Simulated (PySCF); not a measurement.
oxygen (O₂), SMILES O=O (connectivity only; charge and spin as stated), neutral, multiplicity 3. Atoms are numbered in the order given.

```xyz
2

O      0.0000     0.0000    -0.5963
O      0.0000     0.0000     0.5963
```
Charge 0, spin multiplicity 3.

Geometry optimised at PBE0-D3(BJ)/def2-TZVPD.

All values below come from PBE0/pcH-1 (PySCF).

Unrestricted Kohn–Sham, ⟨S²⟩ = 2.008. Hyperfine tensors hold the contact and dipolar terms, without spin-orbit corrections.

Computed hyperfine couplings:
| nucleus | A(iso) (MHz) | A(iso) (G) | dipolar principal values (MHz) |
|---|---|---|---|
| 17O no. 1 | -36.5 | -13.0 | -47.3, -47.3, 94.5 |
| 17O no. 2 | -36.5 | -13.0 | -47.3, -47.3, 94.5 |
